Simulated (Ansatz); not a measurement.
# H3OP, SMILES OP: the interaction energy of a dimer with the counterpoise correction

With Ansatz's Python interface.

Notebook, run cell by cell (the value of a cell's last expression is shown):

In [1]:
```python
import ansatz as az
```

In [2]:
```python
BASIS_SET = "def2-SVP"
FUNCTIONAL = "hf"
```

In [3]:
```python
FIRST = [
    ("O", (0.5371, -0.4158, 0.8197)),
    ("P", (0.0848, 0.2992, -0.6103)),
    ("H", (0.8546, -1.2581, 0.664)),
    ("H", (-1.1577, -0.1897, -0.7255)),
    ("H", (-0.3189, 1.5642, -0.1478)),
]
SECOND = [
    ("O", (-0.4851, 4.0634, -3.672)),
    ("P", (0.3986, 3.039, -2.7075)),
    ("H", (0.0385, 4.393, -4.3441)),
    ("H", (0.9616, 3.933, -1.8829)),
    ("H", (-0.5899, 2.6297, -1.7952)),
]

def energy(atoms, ghosts=()):
    molecule = az.Crystal.molecule()
    for symbol, xyz in atoms:
        molecule = molecule.atom(symbol, xyz)
    calc = (
        molecule.calculation()
        .basis(gaussian=BASIS_SET)
        .functional(FUNCTIONAL)
    )
    deck = calc.input()
    if ghosts:
        deck = deck.set(az.key.basis.gaussian.ghost_atoms, [{"symbol": s, "position_ang": list(xyz)} for s, xyz in ghosts])
    return az.Session.from_dict(deck).plan().execute().report["free_energy_ev"]
```

In [4]:
```python
# ghost atoms carry the functions of the partner
both = energy(FIRST + SECOND)
alone = energy(FIRST) + energy(SECOND)
ghosted = energy(FIRST, SECOND) + energy(SECOND, FIRST)
print(f"dimer {both:.6f} eV")
print(f"interaction, uncorrected   {96.485332 * (both - alone):8.3f} kJ/mol")
print(f"interaction, counterpoise  {96.485332 * (both - ghosted):8.3f} kJ/mol")
print(f"basis-set superposition    {96.485332 * (alone - ghosted):8.3f} kJ/mol")
```
```text
dimer -22703.079527 eV
interaction, uncorrected     20.896 kJ/mol
interaction, counterpoise    23.588 kJ/mol
basis-set superposition       2.693 kJ/mol
```

Uncorrected it is 20.896 kJ/mol, with the counterpoise correction 23.588 kJ/mol; the difference, 2.69 kJ/mol, is the superposition error. In this basis both values are repulsive.

The settings weren't tested for convergence. The dimer is a generated trial pose of unrelaxed monomers, not a minimum, so the figure is no binding energy, and the basis set is small. Hartree-Fock leaves correlation out, so bond, atomisation and ionisation energies come out well too low. This level lacks the dispersion part of the attraction (electrostatics and induction are there), which can decide the sign where the interaction is weak. Hardware and time: 2.6 s on 1 thread of Arm Neoverse V1, with other jobs on the host, peak memory 0.2 GiB.
